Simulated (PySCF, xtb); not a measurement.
CH3O, SMILES C=[OH+], charge +1.

Harmonic wavenumbers (cm⁻¹) from GFN2-xTB (xtb 6.7.1) at its own minimum, in rising order: 1011, 1011, 1084, 1200, 1348, 1665, 2903, 2927, 3088.

Q: What does B3LYP-D3(BJ)/def2-TZVP in PySCF give at its own minimum? (An estimate is asked for; the answer gives what the named calculation found.)

A: 1021, 1111, 1246, 1375, 1480, 1666, 3078, 3219, 3555. Paired by order, the mean absolute difference is 168 cm⁻¹ and the zero-point energies are 23.2 and 25.4 kcal/mol.
